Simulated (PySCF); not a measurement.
**AlF: script and output**

The script input.py:

```python
from pyscf import gto, scf
from pyscf.prop.polarizability import rhf as pol

mol = gto.M(
    atom='Al 0 0 0; F 0 0 1.629',
    basis='cc-pcvdz',
    charge=0,
    spin=0,
    verbose=3,
)
mf = scf.RHF(mol)
mf.kernel()
print('polarizability (a.u.)')
print(pol.Polarizability(mf).polarizability().round(4))
mf.dip_moment()
print('orbital energies (hartree):', mf.mo_energy[..., max(0, mol.nelec[1]-3):mol.nelec[0]+3].round(4))
```

```bash
$ OMP_NUM_THREADS=1 python input.py
```

It prints:

```
converged SCF energy = -341.422057080352
polarizability (a.u.)
[[39.205  -0.     -0.    ]
 [-0.     39.205  -0.    ]
 [-0.     -0.     28.3751]]
Dipole moment(X, Y, Z, Debye):  0.00000, -0.00000, -1.32565
orbital energies (hartree): [-0.6155 -0.6155 -0.3368  0.0494  0.0494  0.1305]
```

In short: E(SCF) = -341.422057 Eh, μz(SCF) = -1.33 D, α(xx, yy, zz) = 39.2, 39.2, 28.4 bohr³.

It ran on Arm Neoverse N1 (1 thread, shared host) in 1.1 s.

Stability towards an unrestricted solution was not tested. The bond length is a typed value, not an optimised one.
